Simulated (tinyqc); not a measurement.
Worked calculation (part 1 of 2): RHF in the sto-3g basis, for H2O, spin multiplicity 1. Computed by tinyqc, a small Python program that keeps every step (integrals from PySCF). Settings: charge = 0, multiplicity = 1, basis = sto-3g, energy threshold = 1e-09, iteration cap = 62, orthogonalisation = symmetric, start = atomic densities, DIIS depth = 3, method = RHF. Command: `OMP_NUM_THREADS=1 python tinyqc.py 22182 22183 out.jsonl` (the two numbers bound the seeds that draw the settings). One thread of a shared host (Intel(R) Xeon(R) Processor @ 2.60GHz), about 0.09 s of CPU time with the checks. Later iterations appear only in the table of the cycle.

## One-electron integrals

Geometry (angstrom):

| atom | x | y | z |
|---|---|---|---|
| O | 0.000000 | 0.000000 | 0.000000 |
| H | 0.000000 | 0.737000 | 0.513000 |
| H | 0.000000 | -0.737000 | 0.513000 |

Basis sto-3g: exponents (1/bohr^2) and contraction coefficients of normalised primitives:

| element | l (shell) | exponent | coefficient |
|---|---|---|---|
| O | s (1) | 130.709320 | 0.154329 |
| O | s (1) | 23.808861 | 0.535328 |
| O | s (1) | 6.443608 | 0.444635 |
| O | s (2) | 5.033151 | -0.099967 |
| O | s (2) | 1.169596 | 0.399513 |
| O | s (2) | 0.380389 | 0.700115 |
| O | p (3) | 5.033151 | 0.155916 |
| O | p (3) | 1.169596 | 0.607684 |
| O | p (3) | 0.380389 | 0.391957 |
| H | s (1) | 3.425251 | 0.154329 |
| H | s (1) | 0.623914 | 0.535328 |
| H | s (1) | 0.168855 | 0.444635 |

Overlap, kinetic and nuclear-attraction integrals over the contracted functions; the nuclear repulsion is the sum of Za Zb / Rab.

nuclear repulsion = 9.78794066 hartree

overlap S, lower triangle:
```
           1O 1s     1O 2s    1O 2px     1O 2py    1O 2pz     2H 1s     3H 1s
1O 1s   1.000000
1O 2s   0.236704  1.000000
1O 2px  0.000000  0.000000  1.000000
1O 2py  0.000000  0.000000  0.000000   1.000000
1O 2pz  0.000000  0.000000  0.000000   0.000000  1.000000
2H 1s   0.062079  0.514436  0.000000   0.339095  0.236032  1.000000
3H 1s   0.062079  0.514436  0.000000  -0.339095  0.236032  0.266488  1.000000
```

kinetic energy T (hartree), lower triangle:
```
            1O 1s     1O 2s    1O 2px     1O 2py    1O 2pz     2H 1s     3H 1s
1O 1s   29.003200
1O 2s   -0.168011  0.808128
1O 2px   0.000000  0.000000  2.528731
1O 2py   0.000000  0.000000  0.000000   2.528731
1O 2pz   0.000000  0.000000  0.000000   0.000000  2.528731
2H 1s    0.002420  0.159062  0.000000   0.272349  0.189573  0.760032
3H 1s    0.002420  0.159062  0.000000  -0.272349  0.189573  0.011952  0.760032
```

nuclear attraction V (hartree), lower triangle:
```
             1O 1s       1O 2s      1O 2px      1O 2py      1O 2pz      2H 1s      3H 1s
1O 1s   -61.797072
1O 2s    -7.462063  -10.208019
1O 2px    0.000000    0.000000  -10.039349
1O 2py    0.000000    0.000000    0.000000  -10.232626
1O 2pz   -0.020154   -0.231110    0.000000    0.000000  -10.132993
2H 1s    -2.018481   -4.291033    0.000000   -2.528134   -1.837017  -6.082231
3H 1s    -2.018481   -4.291033    0.000000    2.528134   -1.837017  -1.793846  -6.082231
```

core Hamiltonian H = T + V (hartree), lower triangle:
```
             1O 1s      1O 2s     1O 2px     1O 2py     1O 2pz      2H 1s      3H 1s
1O 1s   -32.793872
1O 2s    -7.630074  -9.399891
1O 2px    0.000000   0.000000  -7.510618
1O 2py    0.000000   0.000000   0.000000  -7.703895
1O 2pz   -0.020154  -0.231110   0.000000   0.000000  -7.604262
2H 1s    -2.016061  -4.131971   0.000000  -2.255785  -1.647445  -5.322199
3H 1s    -2.016061  -4.131971   0.000000   2.255785  -1.647445  -1.781894  -5.322199
```

## Two-electron integrals

Functions are numbered as in S; the eight-fold symmetry (ij|kl) = (ji|kl) = (kl|ij) leaves the list below.

Two-electron integrals (ij|kl) in chemists' order, unique and non-zero (hartree):
```
(11|11) 4.785065    (21|11) 0.741380    (21|21) 0.136873    (22|11) 1.118947
(22|21) 0.256633    (22|22) 0.817206    (31|31) 0.024477    (32|31) 0.037809
(32|32) 0.180518    (33|11) 1.115814    (33|21) 0.256684    (33|22) 0.817023
(33|33) 0.880159    (41|41) 0.024477    (42|41) 0.037809    (42|42) 0.180518
(43|43) 0.047444    (44|11) 1.115814    (44|21) 0.256684    (44|22) 0.817023
(44|33) 0.785270    (44|44) 0.880159    (51|51) 0.024477    (52|51) 0.037809
(52|52) 0.180518    (53|53) 0.047444    (54|54) 0.047444    (55|11) 1.115814
(55|21) 0.256684    (55|22) 0.817023    (55|33) 0.785270    (55|44) 0.785270
(55|55) 0.880159    (61|11) 0.197946    (61|21) 0.036198    (61|22) 0.067309
(61|33) 0.067185    (61|41) 0.001352    (61|42) 0.002517    (61|44) 0.067441
(61|51) 0.000941    (61|52) 0.001752    (61|54) 0.000178    (61|55) 0.067309
(61|61) 0.009695    (62|11) 0.446416    (62|21) 0.103515    (62|22) 0.360874
(62|33) 0.355060    (62|41) 0.006304    (62|42) 0.046651    (62|44) 0.366587
(62|51) 0.004388    (62|52) 0.032472    (62|54) 0.008023    (62|55) 0.360645
(62|61) 0.027829    (62|62) 0.191664    (63|31) 0.011249    (63|32) 0.063942
(63|43) 0.009874    (63|53) 0.006873    (63|63) 0.028472    (64|11) 0.251184
(64|21) 0.059043    (64|22) 0.219929    (64|33) 0.209786    (64|41) 0.014436
(64|42) 0.091196    (64|44) 0.236568    (64|51) 0.002218    (64|52) 0.018971
(64|54) 0.011769    (64|55) 0.213194    (64|61) 0.016628    (64|62) 0.141902
(64|64) 0.132449    (65|11) 0.174840    (65|21) 0.041098    (65|22) 0.153085
(65|33) 0.146025    (65|41) 0.002218    (65|42) 0.018971    (65|44) 0.150921
(65|51) 0.012793    (65|52) 0.077147    (65|54) 0.013282    (65|55) 0.162143
(65|61) 0.011574    (65|62) 0.098773    (65|64) 0.072375    (65|65) 0.078850
(66|11) 0.561278    (66|21) 0.132252    (66|22) 0.525022    (66|33) 0.503633
(66|41) 0.011146    (66|42) 0.110636    (66|44) 0.546443    (66|51) 0.007758
(66|52) 0.077010    (66|54) 0.029798    (66|55) 0.524375    (66|61) 0.035936
(66|62) 0.339370    (66|64) 0.287361    (66|65) 0.200022    (66|66) 0.774606
(71|11) 0.197946    (71|21) 0.036198    (71|22) 0.067309    (71|33) 0.067185
(71|41) -0.001352   (71|42) -0.002517   (71|44) 0.067441    (71|51) 0.000941
(71|52) 0.001752    (71|54) -0.000178   (71|55) 0.067309    (71|61) 0.009537
(71|62) 0.026915    (71|64) 0.014604    (71|65) 0.011198    (71|66) 0.034256
(71|71) 0.009695    (72|11) 0.446416    (72|21) 0.103515    (72|22) 0.360874
(72|33) 0.355060    (72|41) -0.006304   (72|42) -0.046651   (72|44) 0.366587
(72|51) 0.004388    (72|52) 0.032472    (72|54) -0.008023   (72|55) 0.360645
(72|61) 0.026915    (72|62) 0.156924    (72|64) 0.079564    (72|65) 0.078599
(72|66) 0.230668    (72|71) 0.027829    (72|72) 0.191664    (73|31) 0.011249
(73|32) 0.063942    (73|43) -0.009874   (73|53) 0.006873    (73|63) 0.022582
(73|73) 0.028472    (74|11) -0.251184   (74|21) -0.059043   (74|22) -0.219929
(74|33) -0.209786   (74|41) 0.014436    (74|42) 0.091196    (74|44) -0.236568
(74|51) -0.002218   (74|52) -0.018971   (74|54) 0.011769    (74|55) -0.213194
(74|61) -0.014604   (74|62) -0.079564   (74|64) -0.018122   (74|65) -0.038877
(74|66) -0.101672   (74|71) -0.016628   (74|72) -0.141902   (74|74) 0.132449
(75|11) 0.174840    (75|21) 0.041098    (75|22) 0.153085    (75|33) 0.146025
(75|41) -0.002218   (75|42) -0.018971   (75|44) 0.150921    (75|51) 0.012793
(75|52) 0.077147    (75|54) -0.013282   (75|55) 0.162143    (75|61) 0.011198
(75|62) 0.078599    (75|64) 0.038877    (75|65) 0.061348    (75|66) 0.127029
(75|71) 0.011574    (75|72) 0.098773    (75|74) -0.072375   (75|75) 0.078850
(76|11) 0.179632    (76|21) 0.041967    (76|22) 0.156782    (76|33) 0.153500
(76|44) 0.156795    (76|51) 0.002896    (76|52) 0.024685    (76|55) 0.159890
(76|61) 0.011152    (76|62) 0.080960    (76|64) 0.051508    (76|65) 0.046907
(76|66) 0.143953    (76|71) 0.011152    (76|72) 0.080960    (76|74) -0.051508
(76|75) 0.046907    (76|76) 0.040542    (77|11) 0.561278    (77|21) 0.132252
(77|22) 0.525022    (77|33) 0.503633    (77|41) -0.011146   (77|42) -0.110636
(77|44) 0.546443    (77|51) 0.007758    (77|52) 0.077010    (77|54) -0.029798
(77|55) 0.524375    (77|61) 0.034256    (77|62) 0.230668    (77|64) 0.101672
(77|65) 0.127029    (77|66) 0.351259    (77|71) 0.035936    (77|72) 0.339370
(77|74) -0.287361   (77|75) 0.200022    (77|76) 0.143953    (77|77) 0.774606
```

## Orthogonalisation

S = U s U^T; symmetric (Loewdin) form X = U s^(-1/2) U^T, so that X^T S X = 1.

eigenvalues of S: 0.304204  0.369037  0.890774  1.000000  1.083108  1.364476  1.988402

X, lower triangle:
```
            1O 1s      1O 2s    1O 2px     1O 2py     1O 2pz      2H 1s     3H 1s
1O 1s    1.024459
1O 2s   -0.146861   1.303463
1O 2px   0.000000   0.000000  1.000000
1O 2py   0.000000   0.000000  0.000000   1.145358
1O 2pz  -0.010831   0.126705  0.000000   0.000000   1.057025
2H 1s    0.023319  -0.338670  0.000000  -0.269129  -0.152896   1.257285
3H 1s    0.023319  -0.338670  0.000000   0.269129  -0.152896  -0.099577  1.257285
```

## Starting guess

The start is atomic minimal-basis densities projected into this basis (PySCF's MINAO start) and scaled to the electron count of each spin; this density is not idempotent, so its energy is not variational and may lie below the converged one.

D at the start, lower triangle:
```
            1O 1s      1O 2s    1O 2px     1O 2py    1O 2pz     2H 1s     3H 1s
1O 1s    2.143059
1O 2s   -0.484139   2.074373
1O 2px   0.000000   0.000000  1.308449
1O 2py   0.000000   0.000000  0.000000   1.132772
1O 2pz   0.017923  -0.094618  0.000000   0.000000  1.238794
2H 1s   -0.018261   0.034704  0.000000   0.120616  0.049816  1.007064
3H 1s   -0.018261   0.034704  0.000000  -0.120616  0.049816  0.075256  1.007064
```

## Iteration 1: building the Fock matrix

J_ij = sum D_kl (ij|kl), K_ij = sum D_kl (ik|jl); F = H + J - 0.5 K; E = tr D H + tr D J / 2 - 0.25 tr D K + E_nn.

Coulomb J (hartree), lower triangle:
```
            1O 1s     1O 2s    1O 2px     1O 2py    1O 2pz     2H 1s     3H 1s
1O 1s   17.325201
1O 2s    3.254334  8.114172
1O 2px   0.000000  0.000000  8.063664
1O 2py   0.000000  0.000000  0.000000   8.149192
1O 2pz   0.013945  0.154922  0.000000   0.000000  8.105414
2H 1s    0.861437  3.605207  0.000000   2.201582  1.589906  5.396077
3H 1s    0.861437  3.605207  0.000000  -2.201582  1.589906  1.582175  5.396077
```

exchange K (hartree), lower triangle:
```
           1O 1s     1O 2s    1O 2px     1O 2py    1O 2pz     2H 1s     3H 1s
1O 1s   9.923188
1O 2s   1.709393  2.885503
1O 2px  0.000000  0.000000  1.729404
1O 2py  0.000000  0.000000  0.000000   1.900308
1O 2pz  0.022684  0.183013  0.000000   0.000000  1.813007
2H 1s   0.499209  1.522302  0.000000   0.698057  0.569146  1.609629
3H 1s   0.499209  1.522302  0.000000  -0.698057  0.569146  0.735066  1.609629
```

Fock matrix F (hartree), lower triangle:
```
             1O 1s      1O 2s     1O 2px     1O 2py     1O 2pz      2H 1s      3H 1s
1O 1s   -20.430265
1O 2s    -5.230436  -2.728470
1O 2px    0.000000   0.000000  -0.311656
1O 2py    0.000000   0.000000   0.000000  -0.504857
1O 2pz   -0.017552  -0.167694   0.000000   0.000000  -0.405351
2H 1s    -1.404228  -1.287915   0.000000  -0.403232  -0.342112  -0.730936
3H 1s    -1.404228  -1.287915   0.000000   0.403232  -0.342112  -0.567251  -0.730936
```

total energy of this density = -75.65092440 hartree

This density is the starting one; it is not idempotent, so its energy is not variational and may lie below the converged one.

## Iteration 1: diagonalisation and new density

Diagonalise F' = X^T F X, C = X C', fill 5 alpha and 5 beta electrons from the bottom; D = 2 C_occ C_occ^T. Each column has its largest component positive (the first on a tie).

F' = X^T F X (hartree), lower triangle:
```
            1          2          3          4          5          6         7
1  -20.044673
2   -2.703824  -1.379380
3    0.000000   0.000000  -0.311656
4    0.000000   0.000000   0.000000  -0.188823
5   -0.031478   0.077038   0.000000   0.000000  -0.278295
6   -0.249424  -0.651307   0.000000  -0.469677  -0.283605   0.024346
7   -0.249424  -0.651307   0.000000   0.469677  -0.283605  -0.190157  0.024346
```

orbital energies (hartree): MO1 -20.439821, MO2 -1.551529, MO3 -0.681322, MO4 -0.437406, MO5 -0.311656, MO6 0.560596, MO7 0.707002

coefficients C:
```
              MO1        MO2        MO3        MO4       MO5        MO6        MO7
1O 1s    0.993836  -0.237150   0.000000   0.085238  0.000000  -0.145164   0.000000
1O 2s    0.027979   0.840537   0.000000  -0.448776  0.000000   1.028274   0.000000
1O 2px   0.000000   0.000000   0.000000   0.000000  1.000000   0.000000   0.000000
1O 2py   0.000000   0.000000   0.693352   0.000000  0.000000   0.000000   0.987912
1O 2pz   0.003653   0.113117   0.000000   0.847357  0.000000   0.670377   0.000000
2H 1s   -0.005695   0.148108   0.355263   0.211249  0.000000  -0.861492  -0.930997
3H 1s   -0.005695   0.148108  -0.355263   0.211249  0.000000  -0.861492   0.930997
```

D after iteration 1, lower triangle:
```
            1O 1s      1O 2s    1O 2px     1O 2py    1O 2pz      2H 1s     3H 1s
1O 1s    2.102433
1O 2s   -0.419560   1.817372
1O 2px   0.000000   0.000000  2.000000
1O 2py   0.000000   0.000000  0.000000   0.961473
1O 2pz   0.098063  -0.570184  0.000000   0.000000  1.461646
2H 1s   -0.045555   0.059054  0.000000   0.492645  0.391472   0.385613
3H 1s   -0.045555   0.059054  0.000000  -0.492645  0.391472  -0.119235  0.385613
```

## Iteration 2: building the Fock matrix

As before.

Coulomb J (hartree), lower triangle:
```
            1O 1s     1O 2s    1O 2px     1O 2py    1O 2pz     2H 1s     3H 1s
1O 1s   17.635271
1O 2s    3.336140  8.349725
1O 2px   0.000000  0.000000  8.343989
1O 2py   0.000000  0.000000  0.000000   8.340794
1O 2pz  -0.007753  0.020602  0.000000   0.000000  8.340630
2H 1s    0.881623  3.654861  0.000000   2.212191  1.553186  5.336170
3H 1s    0.881623  3.654861  0.000000  -2.212191  1.553186  1.584650  5.336170
```

exchange K (hartree), lower triangle:
```
           1O 1s      1O 2s    1O 2px     1O 2py    1O 2pz     2H 1s     3H 1s
1O 1s   9.777011
1O 2s   1.670189   2.675598
1O 2px  0.000000   0.000000  2.282935
1O 2py  0.000000   0.000000  0.000000   1.968278
1O 2pz  0.004285  -0.095334  0.000000   0.000000  2.116937
2H 1s   0.459398   1.256811  0.000000   0.732842  0.522081  1.285602
3H 1s   0.459398   1.256811  0.000000  -0.732842  0.522081  0.496359  1.285602
```

Fock matrix F (hartree), lower triangle:
```
             1O 1s      1O 2s     1O 2px     1O 2py     1O 2pz      2H 1s      3H 1s
1O 1s   -20.047106
1O 2s    -5.129028  -2.387965
1O 2px    0.000000   0.000000  -0.308097
1O 2py    0.000000   0.000000   0.000000  -0.347240
1O 2pz   -0.030049  -0.162841   0.000000   0.000000  -0.322101
2H 1s    -1.364137  -1.105515   0.000000  -0.410016  -0.355299  -0.628831
3H 1s    -1.364137  -1.105515   0.000000   0.410016  -0.355299  -0.445423  -0.628831
```

total energy of this density = -74.91435638 hartree

## Iteration 2: DIIS over 2 matrices

error matrix X^T (FDS - SDF) X:
```
           1          2         3          4          5          6          7
1   0.000000   0.026107  0.000000   0.000000   0.019919  -0.034552  -0.034552
2  -0.026107   0.000000  0.000000   0.000000   0.040079   0.025982   0.025982
3   0.000000   0.000000  0.000000   0.000000   0.000000   0.000000   0.000000
4   0.000000   0.000000  0.000000   0.000000   0.000000   0.176785  -0.176785
5  -0.019919  -0.040079  0.000000   0.000000   0.000000   0.072865   0.072865
6   0.034552  -0.025982  0.000000  -0.176785  -0.072865   0.000000   0.000000
7   0.034552  -0.025982  0.000000   0.176785  -0.072865   0.000000   0.000000
```

B (overlaps of the stored error matrices):
```
               1              2
1  1.2164737e+01  8.2537530e-02
2  8.2537530e-02  1.5909327e-01
```

Minimise |sum c_i e_i|^2 with sum c_i = 1: solve [B -1; -1 0][c; lambda] = [0; -1] with B_ij = tr e_i^T e_j, and take F = sum c_i F_i.

DIIS coefficients: 0.006296  0.993704

extrapolated F (hartree), lower triangle:
```
             1O 1s      1O 2s     1O 2px     1O 2py     1O 2pz      2H 1s      3H 1s
1O 1s   -20.049519
1O 2s    -5.129666  -2.390109
1O 2px    0.000000   0.000000  -0.308119
1O 2py    0.000000   0.000000   0.000000  -0.348232
1O 2pz   -0.029971  -0.162872   0.000000   0.000000  -0.322625
2H 1s    -1.364389  -1.106664   0.000000  -0.409973  -0.355216  -0.629473
3H 1s    -1.364389  -1.106664   0.000000   0.409973  -0.355216  -0.446190  -0.629473
```

## Iteration 2: diagonalisation and new density

As before.

F' = X^T F X (hartree), lower triangle:
```
            1          2          3          4          5          6         7
1  -19.666219
2   -2.693604  -1.090312
3    0.000000   0.000000  -0.308119
4    0.000000   0.000000   0.000000   0.022117
5   -0.049476   0.097191   0.000000   0.000000  -0.173995
6   -0.236717  -0.579827   0.000000  -0.522253  -0.324532   0.076303
7   -0.236717  -0.579827   0.000000   0.522253  -0.324532  -0.134654  0.076303
```

orbital energies (hartree): MO1 -20.059021, MO2 -1.239360, MO3 -0.628050, MO4 -0.374120, MO5 -0.308119, MO6 0.683624, MO7 0.861125

coefficients C:
```
              MO1        MO2        MO3        MO4       MO5        MO6        MO7
1O 1s    0.993824  -0.227738   0.000000   0.107121  0.000000  -0.145822   0.000000
1O 2s    0.028640   0.790504   0.000000  -0.550447  0.000000   1.018492   0.000000
1O 2px   0.000000   0.000000   0.000000   0.000000  1.000000   0.000000   0.000000
1O 2py   0.000000   0.000000   0.608222   0.000000  0.000000   0.000000   1.042484
1O 2pz   0.004780   0.157217   0.000000   0.806530  0.000000   0.710632   0.000000
2H 1s   -0.006839   0.177081   0.431949   0.239730  0.000000  -0.848462  -0.897991
3H 1s   -0.006839   0.177081  -0.431949   0.239730  0.000000  -0.848462   0.897991
```

D after iteration 2, lower triangle:
```
            1O 1s      1O 2s    1O 2px     1O 2py    1O 2pz      2H 1s     3H 1s
1O 1s    2.102050
1O 2s   -0.421059   1.857416
1O 2px   0.000000   0.000000  2.000000
1O 2py   0.000000   0.000000  0.000000   0.739868
1O 2pz   0.110686  -0.639068  0.000000   0.000000  1.350460
2H 1s   -0.042889   0.015658  0.000000   0.525441  0.442313   0.550909
3H 1s   -0.042889   0.015658  0.000000  -0.525441  0.442313  -0.195410  0.550909
```

## Iteration 8 (converged): orbitals

converged F (hartree), lower triangle:
```
             1O 1s      1O 2s     1O 2px     1O 2py     1O 2pz      2H 1s      3H 1s
1O 1s   -20.218224
1O 2s    -5.162625  -2.462559
1O 2px    0.000000   0.000000  -0.391854
1O 2py    0.000000   0.000000   0.000000  -0.373922
1O 2pz   -0.030588  -0.146112   0.000000   0.000000  -0.381783
2H 1s    -1.372538  -1.128661   0.000000  -0.421881  -0.363493  -0.658658
3H 1s    -1.372538  -1.128661   0.000000   0.421881  -0.363493  -0.448421  -0.658658
```

As before.

F' = X^T F X (hartree), lower triangle:
```
            1          2          3          4          5          6         7
1  -19.835365
2   -2.697052  -1.168382
3    0.000000   0.000000  -0.391854
4    0.000000   0.000000   0.000000  -0.000804
5   -0.051975   0.114793   0.000000   0.000000  -0.231148
6   -0.238637  -0.579317   0.000000  -0.524723  -0.328678   0.049490
7   -0.238637  -0.579317   0.000000   0.524723  -0.328678  -0.125516  0.049490
```

orbital energies (hartree): MO1 -20.227354, MO2 -1.293379, MO3 -0.660158, MO4 -0.446288, MO5 -0.391854, MO6 0.656099, MO7 0.834360

coefficients C:
```
              MO1        MO2        MO3        MO4       MO5        MO6        MO7
1O 1s    0.993966  -0.231325   0.000000   0.101406  0.000000  -0.143273   0.000000
1O 2s    0.028022   0.813852   0.000000  -0.532012  0.000000   1.009880   0.000000
1O 2px   0.000000   0.000000   0.000000   0.000000  1.000000   0.000000   0.000000
1O 2py   0.000000   0.000000   0.603399   0.000000  0.000000   0.000000   1.045283
1O 2pz   0.004725   0.143486   0.000000   0.809014  0.000000   0.710714   0.000000
2H 1s   -0.006718   0.162876   0.436093   0.245622  0.000000  -0.849622  -0.895985
3H 1s   -0.006718   0.162876  -0.436093   0.245622  0.000000  -0.849622   0.895985
```

D after iteration 8, lower triangle:
```
            1O 1s      1O 2s    1O 2px     1O 2py    1O 2pz      2H 1s     3H 1s
1O 1s    2.103524
1O 2s   -0.428720   1.892352
1O 2px   0.000000   0.000000  2.000000
1O 2py   0.000000   0.000000  0.000000   0.728180
1O 2pz   0.107086  -0.626992  0.000000   0.000000  1.350229
2H 1s   -0.038895   0.003389  0.000000   0.526276  0.444101   0.554162
3H 1s   -0.038895   0.003389  0.000000  -0.526276  0.444101  -0.206546  0.554162
```
